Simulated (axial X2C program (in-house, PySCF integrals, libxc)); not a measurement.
## Outer orbitals of PN⁻ at 1.542 Å, PBE0

Computed with an axial X2C code built on PySCF integrals. Spin-free means the one-electron spin-free X2C Hamiltonian; two-component (2c) means X2C with spin–orbit coupling and atomic mean-field two-electron Coulomb and Gaunt terms, so the difference of the two also holds small scalar two-electron terms. Basis: P dyall-av3z [9s8p3d2f], N dyall-av3z [7s7p3d2f] (cores contracted in-house); Gaussian nuclei, density fitting, unrestricted open shells. Masses: P 30.974 u, N 14.003 u.

The distance is close to the 2c PBE0 minimum; the highest filled and lowest empty levels are listed.

Spin-free orbitals, state M_S = 1/2, Λ = 1 (beyond evenly filled blocks: π+α) (Löwdin shares):

```json
{"symmetry": "σα", "occupied": "yes", "ε (eV)": "-16.82", "atomic character": "52% N s, 19% P s, 12% P p"}
{"symmetry": "σβ", "occupied": "yes", "ε (eV)": "-16.27", "atomic character": "50% N s, 21% P s, 12% P p"}
{"symmetry": "σα", "occupied": "yes", "ε (eV)": "-7.57", "atomic character": "40% P s, 22% N p, 16% P p"}
{"symmetry": "σβ", "occupied": "yes", "ε (eV)": "-6.92", "atomic character": "38% P s, 22% N p, 17% P p"}
{"symmetry": "π+α", "occupied": "yes", "ε (eV)": "-3.24", "atomic character": "58% N p, 33% P p, 3% P d"}
{"symmetry": "σα", "occupied": "yes", "ε (eV)": "-2.77", "atomic character": "52% N p, 24% P p, 10% P s"}
{"symmetry": "π-α", "occupied": "yes", "ε (eV)": "-2.73", "atomic character": "55% N p, 37% P p, 3% N d"}
{"symmetry": "σβ", "occupied": "yes", "ε (eV)": "-2.41", "atomic character": "50% N p, 25% P p, 11% P s"}
{"symmetry": "π+β", "occupied": "yes", "ε (eV)": "-2.23", "atomic character": "51% N p, 40% P p, 4% N d"}
{"symmetry": "π-β", "occupied": "yes", "ε (eV)": "-2.23", "atomic character": "51% N p, 40% P p, 4% N d"}
{"symmetry": "π+α", "occupied": "yes", "ε (eV)": "1.58", "atomic character": "46% P p, 22% N p, 20% P d"}
{"symmetry": "π-α", "occupied": "no", "ε (eV)": "3.22", "atomic character": "60% P p, 17% P d, 17% N p"}
{"symmetry": "σα", "occupied": "no", "ε (eV)": "3.66", "atomic character": "66% P p, 32% P s"}
{"symmetry": "σα", "occupied": "no", "ε (eV)": "3.75", "atomic character": "55% P s, 26% P p, 14% N p"}
{"symmetry": "π+β", "occupied": "no", "ε (eV)": "3.79", "atomic character": "67% P p, 15% P d, 14% N p"}
{"symmetry": "π-β", "occupied": "no", "ε (eV)": "3.79", "atomic character": "67% P p, 15% P d, 14% N p"}
```

The highest filled level is positive, so this functional does not bind it, and the empty levels of an anion are set by the basis.

Spinors with spin–orbit coupling (state Ω = 1/2):

```csv
ω,occupied,ε (eV),atomic character,λ mixture
-1/2,yes,-16.81,"52% N s, 19% P s, 12% P p",100% σ
1/2,yes,-16.26,"49% N s, 21% P s, 12% P p",100% σ
-1/2,yes,-7.57,"40% P s, 22% N p, 16% P p",100% σ
1/2,yes,-6.91,"38% P s, 22% N p, 17% P p",100% σ
1/2,yes,-3.24,"58% N p, 34% P p, 3% P d",100% π
-1/2,yes,-2.76,"52% N p, 24% P p, 10% P s",100% σ
-3/2,yes,-2.71,"55% N p, 37% P p, 3% N d",100% π
1/2,yes,-2.40,"50% N p, 25% P p, 11% P s",100% σ
-1/2,yes,-2.23,"51% N p, 40% P p, 4% N d",100% π
3/2,yes,-2.21,"51% N p, 40% P p, 4% N d",100% π
1/2,yes,1.57,"46% P p, 22% N p, 20% P d",100% π
-3/2,no,3.23,"60% P p, 17% P d, 16% N p",100% π
-1/2,no,3.67,"76% P p, 20% P s",100% σ
-1/2,no,3.79,"67% P p, 15% P d, 14% N p",100% π
3/2,no,3.80,"67% P p, 15% P d, 14% N p",100% π
```

The highest filled level is positive, so this functional does not bind it, and the empty levels of an anion are set by the basis.

Mulliken charges and populations of the two-component result (they depend on the basis, above all on diffuse functions):

P -0.58 e (s 5.86 p 9.43 d 0.26 f 0.03), N -0.42 e (s 3.72 p 3.63 d 0.07 f 0.01). ⟨Lz⟩ = 1.00 ħ and ⟨Sz⟩ = -0.50 ħ (-0.31 and -0.19 on the two atoms), which add up to Ω.

One determinant describes the state; a PBE0 search over occupations chose it and may have missed a lower one. Density functionals use the spin component along the axis (collinear). The highest occupied level is positive at some bond lengths even in Hartree–Fock (under at least one Hamiltonian), so the basis set holds the extra electron there; where that holds at Re the anion is at best weakly bound and its constants depend on the basis. The functionals have no current-density term, which raises determinants with orbital currents, atoms included. The determinant is spin-polarised beyond a pure state at some levels (its spin-free form has ⟨S²⟩ too high), which makes Re and μ there less reliable.
